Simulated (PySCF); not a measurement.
Molecule: SMILES CCF, C₂H₅F.

Atom-mapped SMILES (the numbers label the heavy atoms): `[CH3:1][CH2:2][F:3]`; H(Xn) means a hydrogen on atom n.

Geometry PBE0-D3(BJ)/def2-SVP throughout; GIAO in PySCF 2.14, gas phase, one conformer, non-relativistic; equivalent atoms averaged; functional PBE0.

(1) How do the shifts δ (against TMS, CFCl3 at the same level) depend on the basis set? (ppm; last column core-seconds on shared hosts with different chips, so compare them loosely)

(2) Which nucleus moves most, in ppm?

(3) Taking the largest basis, pcSseg-2 (178 functions), as the yardstick, rank the others by their worst heavy-atom deviation.

Answers

(1) 
| basis set | functions | C2 | C1 | F3 | H(C2) | H(C1) | core-s |
| --- | --- | --- | --- | --- | --- | --- | --- |
| STO-3G | 20 | 57.7 | 17.5 | -147.7 | 1.98 | 0.87 | 1.6 |
| 6-31G | 37 | 74.6 | 17.7 | -239.9 | 4.55 | 1.39 | 3 |
| pcSseg-0 | 37 | 81.6 | 19.9 | -257.9 | 4.60 | 1.53 | 1.4 |
| 6-31G* | 52 | 74.7 | 17.2 | -221.0 | 4.48 | 1.21 | 3.7 |
| def2-SVP | 67 | 75.1 | 16.4 | -209.4 | 4.20 | 1.11 | 4.4 |
| cc-pVDZ | 67 | 76.1 | 18.2 | -214.8 | 4.30 | 1.15 | 2.3 |
| pcSseg-1 | 76 | 80.0 | 18.2 | -232.3 | 4.44 | 1.29 | 4.8 |
| 6-311+G(2d,p) | 111 | 78.9 | 17.3 | -236.7 | 4.41 | 1.23 | 7.2 |
| aug-cc-pVDZ | 114 | 76.5 | 17.5 | -221.4 | 4.52 | 1.32 | 3.8 |
| def2-TZVP | 123 | 80.8 | 17.8 | -232.2 | 4.38 | 1.21 | 8.8 |
| IGLO-III | 155 | 82.0 | 18.1 | -236.5 | 4.44 | 1.24 | 5.5 |
| cc-pVTZ | 160 | 79.9 | 17.7 | -227.5 | 4.37 | 1.22 | 6.1 |
| pcSseg-2 | 178 | 82.9 | 18.5 | -233.9 | 4.41 | 1.24 | 7.2 |

(2) F3 (fluorine on an sp3 carbon): from -257.9 ppm with pcSseg-0 to -147.7 ppm with STO-3G. The smallest spread is 0.66 ppm, at H(C1). Proton shifts span only some 12 ppm, so a few tenths of a ppm matter as much there as several ppm in carbon.

(3) def2-TZVP 2.2 ppm (123 functions), IGLO-III 2.5 ppm (155 functions), pcSseg-1 3.0 ppm (76 functions), 6-311+G(2d,p) 4.0 ppm (111 functions), cc-pVTZ 6.4 ppm (160 functions), 6-31G 8.3 ppm (37 functions), aug-cc-pVDZ 12.5 ppm (114 functions), 6-31G* 12.9 ppm (52 functions), cc-pVDZ 19.2 ppm (67 functions), pcSseg-0 23.9 ppm (37 functions), def2-SVP 24.5 ppm (67 functions), STO-3G 86.3 ppm (20 functions).

A small basis that lands close on one nucleus may do so by chance; judge by the trend and by all nuclei.
